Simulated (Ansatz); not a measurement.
`B[SiH2]O` → `BO` + `[SiH2]` at 600 K and 1 bar (silylene formation by 1,1-elimination).

Calculated with Ansatz (gas phase, PBE0-D4/def2-TZVP geometries, no zero-point term in ΔE). CCSD(T)/CBS adds triple-zeta CCSD(T) − MP2 to the extrapolated MP2 energy (def2 sets, frozen cores). This one scheme is used for every species. Each species was taken in one conformer, which may not be the lowest.

```tsv
species	CCSD(T)/CBS energy (Eh)	H − E (kJ/mol)	S (J/(mol·K))
`B[SiH2]O`	-392.05150	181.6	373.2
`BO`	-101.80414	119.7	267.1
`[SiH2]`	-290.19011	52.1	233.9
```

H − E and S are ideal-gas, rigid-rotor, harmonic terms from PBE0-D4/def2-TZVP, for one conformer and one mirror image of each species. 1 Eh = 2625.50 kJ/mol, R = 8.31446 J/(mol·K).

Task: By hand: ΔE, ΔH, ΔS and ΔG.

Result: ΔE = (-101.80414) + (-290.19011) − (-392.05150) = 0.05725 Eh = 150.3 kJ/mol. Δ(H − E) = 119.7 + 52.1 − 181.6 = -9.8, so ΔH = 140.5 kJ/mol. ΔS = 267.1 + 233.9 − 373.2 = 127.8 J/(mol·K). ΔG = 140.5 − 600 × (127.8)/1000 = 63.8 kJ/mol.

Task: By hand: the equilibrium constant, and the temperature at which ΔG would vanish if ΔH and ΔS stayed fixed.

Result: log₁₀ K = −ΔG/(RT ln 10) = -5.6. ΔG = 0 at ΔH/ΔS = 1099 K.

The number of gas molecules changes by +1, which sets the sign of ΔS. A doubt of 5 kJ/mol in ΔE shifts log₁₀ K by 0.4 here. Other conformers and mirror images would add mixing entropy, several J/(mol·K) or more a flexible species. These are equilibria of isolated gas molecules and say nothing of rates. Largest T1 diagnostic: 0.014 (customary marks: 0.02 for closed shells, 0.045 for open ones).
